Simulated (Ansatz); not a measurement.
Two structures of CH5O, doublet, reached by relaxing down either side of one saddle point (PBE0-D4/def2-TZVP). Energies are electronic, without zero-point energy. Program: Ansatz 0.2.0. Basis: def2-TZVPP and def2-QZVPP. Cores are frozen in the correlated methods; orbitals are unrestricted. Extrapolation: Hartree–Fock as exp(−7.88 √X), correlation as X^−2.97. First:

```json
{"atom": "H1", "x (Å)": "-0.6659", "y (Å)": "-0.7212", "z (Å)": "0.3816"}
{"atom": "C2", "x (Å)": "0.3529", "y (Å)": "-0.3470", "z (Å)": "0.5422"}
{"atom": "O3", "x (Å)": "0.7557", "y (Å)": "0.5596", "z (Å)": "-0.4582"}
{"atom": "H4", "x (Å)": "-2.0555", "y (Å)": "0.3030", "z (Å)": "-2.0702"}
{"atom": "H5", "x (Å)": "1.0358", "y (Å)": "-1.1959", "z (Å)": "0.4981"}
{"atom": "H6", "x (Å)": "0.4130", "y (Å)": "0.0869", "z (Å)": "1.5480"}
{"atom": "H7", "x (Å)": "0.1640", "y (Å)": "1.3147", "z (Å)": "-0.4414"}
```

Second:

H1  (-1.815, -0.007, -1.427)
C2  (0.916, -0.433, 0.784)
O3  (0.998, 0.488, -0.208)
H4  (-1.996, 0.617, -1.056)
H5  (1.802, -0.498, 1.398)
H6  (-0.058, -0.708, 1.172)
H7  (0.152, 0.541, -0.662)
(Å)

(1) Which bonds change from the first to the second?

(2) Give the saddle point's structure and its height above each. (Judge from chemistry; the value comes from the calculation.)

No T1 diagnostic of these runs exceeds 0.016. ⟨S²⟩ of the unrestricted Hartree–Fock references: 0.75 to 0.79 (a pure state has 0.75).

## Answers

(1) CH₄O ([CH3][OH]) + H → CH₃O ([CH2][OH]) + H₂; bonds formed: H1–H4; bonds broken: H1–C2.

(2) The calculation gives: 0.427 eV above the first and 0.718 eV above the second (CCSD(T) at an estimated basis limit (MP2 extrapolated from triple and quadruple zeta, plus CCSD(T) − MP2 in triple zeta)).
H1  (-0.860, -0.319, -0.468)
C2  (0.202, -0.256, 0.294)
O3  (1.113, 0.638, -0.216)
H4  (-1.648, -0.329, -1.059)
H5  (0.608, -1.265, 0.252)
H6  (-0.206, -0.001, 1.277)
H7  (0.792, 1.533, -0.080)
(Å)

Labels in which every atom is bracketed show which atoms are joined, not bond orders.

For scale, one of the runs: CCSD(T)/def2-TZVPP, 132 basis functions, launched by `ansatz run in.yaml --threads 2 --pin off --events-out ev --progress --plain --max-ram 4352MiB`. Time: 36 s of wall clock on 2 CPU threads of an AMD EPYC 7R43; the host was shared. Peak host memory: 1.6 GiB.
